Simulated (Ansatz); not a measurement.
propene (C3H6), SMILES C=CC.

The structure is a stationary point at r2SCAN-D4/def2-TZVP.

Two levels are set side by side: PBE/def2-SVPD (Ansatz, a quantum-chemistry and plane-wave program) and CAM-B3LYP/def2-SVPD (Ansatz). Energy differences of separate SCF runs at the same geometry; the states with an electron removed or added have multiplicity 2 and 2. Differences are taken from unrounded values.

```
quantity                           CAM-B3LYP   PBE  PBE minus CAM-B3LYP
---------------------------------  ---------  ----  -------------------
vertical ionisation energy (eV)         9.83  9.78                -0.05
vertical singlet–triplet gap (eV)       4.42  4.50                 0.08
```

Here PBE gives about what the other level gives.
